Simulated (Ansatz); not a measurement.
ReS2 (P-1, No. 2; cell taken from a computed entry) was calculated with PBEsol (Ansatz, a program for electronic structure, plane waves, PAW).

Settings: plane-wave cutoff 520 eV, 6×6×4 k mesh (along the axes of the cell as run), Fermi–Dirac smearing 0.01 eV, no spin polarisation, scalar-relativistic PAW data made under PBE.

Cell (relaxed with PBE-D3(BJ)):

```
ReS2
1.0
    6.35583    -0.00425    -0.00831
    3.11741     5.65558     0.00880
    0.11075     3.37732    11.95618
Re S
8 16
Cartesian
  1.42446   1.19469   2.94270
  8.15954   7.83395   9.01397
  3.36772   3.31942   3.03528
  6.21628   5.70922   8.92139
  4.98110   1.04307   2.96918
  4.60290   7.98557   8.98749
  3.41708   5.56187   8.95618
  6.16691   3.46678   3.00049
  7.99552   4.54475   1.79311
  1.58847   4.48390  10.16356
  6.35202   7.37361  10.53877
  3.23198   1.65504   1.41790
  4.67873   4.72141   1.63833
  4.90526   4.30724  10.31834
  3.26556   7.10790  10.71763
  6.31843   1.92075   1.23903
  4.75443   6.43954   7.22603
  4.82957   2.58911   4.73064
  3.23086   5.44827   4.34848
  6.35313   3.58037   7.60819
  1.56020   2.85907   4.56008
  8.02380   6.16958   7.39659
  6.26991   5.62068   4.18536
  3.31408   3.40796   7.77131
```

Q: Estimate the band gap, smallest direct gap on the k points sampled and direct gap at Γ that the calculation returns.

A: 
* **band gap**: 1.12 eV
* **smallest direct gap on the k points sampled**: 1.17 eV
* **direct gap at Γ**: 1.19 eV

Note: cell and atoms aren't relaxed at this level (largest force component 0.33 eV/Å, pressure -1.5 GPa).

Spin–orbit coupling is not included.

Computed values are for the static lattice.
